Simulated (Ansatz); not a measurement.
Input file:

```yaml
crystal:
  periodic: [false, false, false]
  atoms:
    - {symbol: P, position_ang: [0.007734, -0.041334, -0.000459]}
    - {symbol: H, position_ang: [-0.157140, 0.651305, -1.228583]}
    - {symbol: H, position_ang: [-0.080520, 0.618881, 1.242673]}
basis:
  gaussian: {orbitals: cc-pVTZ}
total_charge: 1
magnetization: {spin_polarized: true, initial_magnetization: 2}
hamiltonian: {xc: {name: PBE0}}
output: {orbitals: {seedname: orbitals}}
```

```sh
$ ansatz run in.yaml --threads 1 --pin off --events-out ev --progress --plain --max-ram 2393MiB
```

Log:

```
404 factors; their error is unknown
mean field evaluation 1: about -9305.6551 eV, gradient 9.6e0 eV
mean field evaluation 2: about -9306.1126 eV, gradient 4.5e0 eV
mean field evaluation 4: about -9306.2020 eV, gradient 1.0e-1 eV
mean field evaluation 8: about -9306.2836 eV, gradient 1.6e-2 eV
mean field -9306.28363984 eV, -341.9996157385 hartree, gradient 5.1e-5 eV, S^2 2.004228; 0 other end points of the search recorded, 0 dependent functions left out
reference -9306.28366067 eV, -341.9996165038 hartree; 9, 7 occupied and 53, 55 virtual orbitals, 404 factors
Total energy: -9306.28366067 eV, -341.9996165038 hartree
```

Ran on 1 thread of Arm Neoverse V1, shared host: 0.78 s wall, 0.09 GiB peak host memory.
